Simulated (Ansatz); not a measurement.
`C[O][MgH]` + `O[SiH3]` → `[MgH][O][SiH3]` + CH₃OH at 600 K and 1 bar (ligand exchange at a Mg–O bond).

Isolated molecules relaxed with PBE0-D4/def2-TZVP in Ansatz; ΔE leaves out vibrations. CCSD(T)/CBS adds triple-zeta CCSD(T) − MP2 to the extrapolated MP2 energy (def2 sets, frozen cores). This one scheme is used for every species. For Mg outer-core shells are correlated without core-valence functions, which leaves a few kJ/mol of doubt a bond.

| species | CCSD(T)/CBS energy (Eh) | H − E (kJ/mol) | S (J/(mol·K)) |
| --- | --- | --- | --- |
| `C[O][MgH]` | -315.53638 | 163.1 | 342.7 |
| `O[SiH3]` | -366.69042 | 135.7 | 307.9 |
| `[MgH][O][SiH3]` | -566.62487 | 137.2 | 369.9 |
| CH₃OH | -115.61712 | 163.6 | 277.3 |

H − E and S are ideal-gas, rigid-rotor, harmonic terms from PBE0-D4/def2-TZVP. 1 Eh = 2625.50 kJ/mol, R = 8.31446 J/(mol·K).

Task: By hand: ΔE, ΔH, ΔS and ΔG.

Result: ΔE = (-566.62487) + (-115.61712) − (-315.53638) − (-366.69042) = -0.01519 Eh = -39.9 kJ/mol. Δ(H − E) = 137.2 + 163.6 − 163.1 − 135.7 = 2.0, so ΔH = -37.9 kJ/mol. ΔS = 369.9 + 277.3 − 342.7 − 307.9 = -3.4 J/(mol·K). ΔG = -37.9 − 600 × (-3.4)/1000 = -35.9 kJ/mol.

Task: By hand: the equilibrium constant, and the temperature at which ΔG would vanish if ΔH and ΔS stayed fixed.

Result: log₁₀ K = −ΔG/(RT ln 10) = 3.1. ΔG = 0 at ΔH/ΔS = 11147 K, far beyond where these terms or the molecules hold.

The number of gas molecules stays the same, so ΔS is small and ΔH decides. A doubt of 5 kJ/mol in ΔE shifts log₁₀ K by 0.4 here. These are equilibria of isolated gas molecules and say nothing of rates. Largest T1 diagnostic: 0.011 (customary marks: 0.02 for closed shells, 0.045 for open ones).
